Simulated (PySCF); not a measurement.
**Static response to an electric field**

1-methyl-1,2,3-triazole, C₃H₅N₃.
Geometry (GFN2-xTB, Å), atoms numbered from 1 in this order:
```xyz
11
C3H5N3 angstrom
C     -1.655    0.037    0.111
N     -0.245   -0.194    0.018
C      0.757    0.712   -0.053
C      1.897   -0.053   -0.134
N      1.531   -1.347   -0.110
N      0.258   -1.422   -0.019
H     -1.882    0.666    0.973
H     -2.025    0.524   -0.794
H     -2.141   -0.930    0.225
H      0.587    1.768   -0.038
H      2.923    0.242   -0.206
```

Level: PBE0/def2-SVPD (PySCF), static field, nuclei fixed, core orbitals frozen in the response. The polarisability tensor in these axes (au):

```
x   67.96 -1.96 -2.02
y   -1.96 56.64  0.13
z   -2.02  0.13 37.77
```

What are the eigenvalues, a third of the trace, and Δα (Δα² = ½Σ(αi − αj)² over the three pairs)?

Principal values 37.64, 56.31 and 68.42 au; mean 54.12 au = 8.02 Å³ = 8.92 × 10⁻⁴⁰ C²·m²/J; Δα = 26.86 au (50 % of the mean).

What is the dipole moment, and where does it point?

(-2.32, 4.02, 0.17) D, 4.64 D in size, pointing from the negative to the positive side. Measured along this direction, the outermost atoms are N5 at the negative end and H7 and H8 at the positive end.

Molar refractivity from α?

Lorentz–Lorenz: R = (4π/3)N_A α = 2.5225 cm³/(mol·Å³) × 8.02 Å³ = 20.2 cm³/mol, in the limit of long wavelengths.

How large is μ²/3kT at 400 K beside α?

In Gaussian units μ²/3kT = 130.06 Å³ against 8.02 Å³, a ratio of 16.22; the Debye molar polarisation (4π/3)N_A(α + μ²/3kT) is 348.3 cm³/mol, leaving out the vibrational part.

Find the Langevin capture rate constant for H3+ (3.023 u) meeting this molecule (83.048 u), k = 2.342 × 10⁻⁹ cm³/s × √(α in Å³ / reduced mass in u).

The reduced mass is 2.92 u, so k = 3.88 × 10⁻⁹ cm³/s. The formula leaves out the permanent dipole, which adds to the capture rate.

Give the principal axes and the span of the nuclei along them.

Largest value along (0.98, -0.16, -0.07), where the nuclei span 4.88 Å; middle along (0.16, 0.99, -0.01), 3.20 Å; least along (0.07, 0.00, 1.00), 1.77 Å. The response follows the extents in order.

Isolated species at its GFN2-xTB geometry, gas phase.
